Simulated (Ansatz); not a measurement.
```yaml
crystal:
  periodic: [false, false, false]
  atoms:
    - {symbol: P, position_ang: [-0.000000, -0.000000, 0.123908]}
    - {symbol: H, position_ang: [-0.000000, 1.019953, -0.869724]}
    - {symbol: H, position_ang: [0.000000, -1.019953, -0.869724]}
basis:
  gaussian: {orbitals: cc-pVTZ-DK}
magnetization: {spin_polarized: true, initial_magnetization: 5}
hamiltonian: {xc: {name: PBE-QIDH}}
output: {forces: true}
```

```sh
$ ansatz run in.yaml --threads 2 --pin off --events-out ev --progress --plain --max-ram 22528MiB --backend cpu
```

It prints (some lines left out):

```
Functional definition: PBE-QIDH
344 factors; integrals over basis functions are off by at most 8.2e-4 eV
mean field evaluation 1: about -9320.7476 eV, gradient 6.0e0 eV
mean field evaluation 2: about -9320.7748 eV, gradient 6.0e0 eV
mean field evaluation 4: about -9321.1761 eV, gradient 7.1e-1 eV
mean field evaluation 8: about -9321.1856 eV, gradient 2.3e-2 eV
mean field evaluation 16: about -9321.1856 eV, gradient 2.1e-5 eV
a density is far from that of the atoms, so the factors are made again for it
355 factors; integrals over basis functions are off by at most 8.0e-4 eV
mean field -9321.18558305 eV, -342.5472520505 hartree, gradient 5.6e-6 eV, S^2 8.753706; 1 other end points of the search recorded, 0 dependent functions left out
5 core orbitals not correlated: weight in the atoms' cores, before any rotation towards them, 1.000 or more for the frozen orbitals, at most 0.000 for the correlated occupied ones
reference -9321.18559224 eV, -342.5472523885 hartree; 6, 1 occupied and 51, 56 virtual orbitals, 355 factors
second order -3.13186020 eV of doubles, -0.00000000 eV of singles
Total energy: -9322.22954564 eV, -342.5856169683 hartree
Relativity: scalar
Atom 0 at    -0.000000    -0.000000     0.123908 Å, force    -0.000000     0.000000    12.038626 eV/Å
Atom 1 at    -0.000000     1.019953    -0.869724 Å, force     0.000000     5.318318    -6.019313 eV/Å
Atom 2 at     0.000000    -1.019953    -0.869724 Å, force    -0.000000    -5.318318    -6.019313 eV/Å
Dipole moment:     0.000000    -0.000000     0.095488 e Å
```

(1) What is wrong with this run?

Results:

(1) The spin is set far too high for this molecule. The run converged. The result belongs to that input, not to the molecule as meant.
